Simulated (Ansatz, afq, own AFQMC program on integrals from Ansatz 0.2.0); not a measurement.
Integrals from Ansatz 0.2.0, then the random walk in our own AFQMC program (afq).

```yaml
crystal:
  periodic: [false, false, false]
  atoms:
    - {symbol: O, position_ang: [0.000000, 0.000000, 0.000000]}
    - {symbol: C, position_ang: [0.000000, 0.000000, 2.040000]}
basis:
  gaussian: {orbitals: 6-31G}
magnetization: {spin_polarized: true, initial_magnetization: 0}
correlation: {method: ccsd_t, electrons: outside_noble_gas, hamiltonian_folder: ham}
```

```sh
$ ansatz run in.yaml --threads 1 --pin off --events-out ev --progress --plain --max-ram 24576MiB --backend cuda --devices 0, --max-vram 18GiB
```

afq runs on the folder ham with

```
--method phaseless --trial cisd --walkers 4000 --populations 20 --least-time 60 --time-step 0.005 --steps-per-block 50 --equilibration-blocks 40 --max-blocks 4000 --target-error 0.00038 --factor-cut 1e-05 --start spin_pure --seed 468 --release-times 0.24,0.51,0.99,1.62,2.4 --release-step 0.03 --release-every 3 --taylor-order 6
```

Times are imaginary, in 1/Eh. The walk had a cap of 122 s. With eight or more populations the least sampling time is a fifth of least-time, and the error comes from their spread.

Output of the walk:

```
orbitals 16  electrons 5 5  factors 85 of 202
reference energy -112.45903430 Eh
CCSD correlation -0.14922986 Eh in 28 cycles, weight of the determinant in the CISD state 0.5166
energy of the start -112.534604 Eh
 block  time / (1/Eh)  mean weight  energy / Eh
     1     0.250  1.0005  -112.568274
     2     0.500  1.0005  -112.587243
     3     0.750  1.0002  -112.599709
     4     1.000  1.0003  -112.603832
     5     1.250  1.0001  -112.609387
    10     2.500  1.0001  -112.620176
    25     6.250  0.9999  -112.621974
    29     7.250  1.0002  -112.625498
    49    12.250  1.0001  -112.627658
    69    17.250  0.9994  -112.629298
    89    22.250  0.9996  -112.628923
   109    27.250  1.0002  -112.623215
   117    29.250  0.9998  -112.634474
   129    32.250  1.0001  -112.629397
   149    37.250  1.0001  -112.631375
   169    42.250  0.9998  -112.623604
   189    47.250  1.0008  -112.627117
error from the spread of 20 populations
released: time / (1/Eh)  energy / Eh  error  mean overlap
  0.24  -112.629595  0.000424  1.0008
  0.51  -112.628864  0.002213  1.0011
  0.99  -112.631661  0.000645  1.0059
  1.62  -112.632574  0.000514  1.0083
  2.40  -112.637421  0.003401  1.0121
energy -112.628494 +/- 0.000370 Eh
(rows thinned)
```

The run passed its tests (sampling time, drift between the halves within three errors, error under three times the target), which doesn't prove that it has relaxed. The second half of the sampling lies below the first by 1.8 errors of their difference, so the energy may still be moving and its error bar be too small.

Against this walk (error 10.1 meV) on the same determinant: CCSD(T) 190.0 meV higher, CCSDT(Q) 489.6 meV lower, CCSDTQ 180.9 meV lower, full CI 182.4 meV lower. The error is statistical and leaves out the bias of the constraint. The determinant has ⟨S²⟩ = 1.73, so the low cluster orders mix in higher spin, while the walk starts as a pure singlet. The released energies have errors that jump between times, so the bars are unsure (meV from the phaseless value at times in 1/Eh: -30 ± 12 at 0.24, -10 ± 60 at 0.51, -86 ± 18 at 0.99, -111 ± 14 at 1.62, -243 ± 93 at 2.40), so they give no level; they do show a bias of the constraint, and the last of them that isn't too noisy lies 71 meV above full CI. Full CI is exact here, so the walk's 182 meV above it is the walk's own error: the bias of the constraint with this trial, or a walk that hasn't relaxed. The determinant is a poor start (see the cautions), so the low cluster orders aren't to be relied on, and full CI is the sure value.

Cautions: constraint bias not in the error; an unrestricted solution with more broken spin lies lower (26 meV, ⟨S²⟩ 1.95); strong correlation (T1 0.128, weight of the determinant 0.52, largest double 0.31); (T) is large, 9 % of the CCSD correlation; (Q) is large, 420 meV, so the cluster series hasn't closed; unrestricted determinant spin contaminated (⟨S²⟩ 1.73 against 0.00); CCSD(T) is in doubt: in a space of 8 electrons in 8 natural orbitals full CI lies 177 meV below it; the CCSDT(Q) amplitudes may be one of several solutions (largest double 0.62); the CCSDTQ amplitudes may be one of several solutions (largest double 0.59).

The walk took 55 s on 1 × NVIDIA H100 80GB HBM3 with 2 threads of AMD EPYC 7R13 Processor (Zen 3), on a shared host (the card was shared). The log's last line is the phaseless energy.

CCSDT and higher add their correlation energy to the determinant of the CCSD(T) run, since their own runs factorise the integrals more tightly (a shift of under 2 meV). A walk keeps the symmetry of its determinant, which the program's search chose and which needn't be the lowest solution, so a lower state of the same spin and another symmetry isn't excluded.
